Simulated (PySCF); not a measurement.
C3H7 (i-propyl), optimised at B3LYP/6-31G*:

```xyz
10

C      1.2768     0.1682     0.1300
C      0.0030    -0.0715    -0.6112
C     -1.3134    -0.0815     0.0934
H      1.5794    -0.7065     0.7357
H      1.1822     1.0073     0.8339
H      2.1102     0.3865    -0.5476
H      0.0574    -0.4890    -1.6141
H     -1.4606    -1.0000     0.6919
H     -2.1538    -0.0234    -0.6078
H     -1.3999     0.7578     0.7982
```

Computed with PySCF (xtb for GFN2) and rigid-rotor harmonic-oscillator thermochemistry at 1 bar. 6-31G* has spherical d functions here. Open shells (unrestricted): C3H7 (i-propyl) (multiplicity 2). GFN2 has no spin-polarisation term. B3LYP is the form with VWN-RPA correlation.

**Question.** List the harmonic frequencies (cm⁻¹, unscaled) at this level and at the other levels, each on its own geometry.

**Answer.** 
- B3LYP/6-31G*: 115, 126, 360, 411, 890, 950, 956, 1049, 1158, 1192, 1389, 1437, 1444, 1501, 1511, 1511, 1523, 2953, 2958, 3041, 3043, 3102, 3102, 3181
- GFN2-xTB: 61, 76, 388, 422, 940, 946, 957, 1028, 1167, 1181, 1343, 1393, 1406, 1465, 1475, 1482, 1484, 2855, 2861, 2992, 2992, 3006, 3010, 3105
- HF/6-31G*: 131, 165, 374, 473, 929, 1020, 1036, 1143, 1210, 1288, 1492, 1565, 1569, 1622, 1631, 1634, 1640, 3144, 3149, 3213, 3217, 3258, 3258, 3328
- PBE/def2-SVP: 112, 115, 359, 400, 882, 890, 899, 978, 1128, 1137, 1298, 1337, 1355, 1390, 1397, 1400, 1410, 2872, 2877, 2969, 2970, 3048, 3050, 3102
- PBE0/def2-TZVP: 110, 118, 352, 393, 902, 934, 940, 1023, 1164, 1179, 1362, 1402, 1411, 1459, 1469, 1470, 1482, 2968, 2972, 3045, 3046, 3118, 3119, 3192
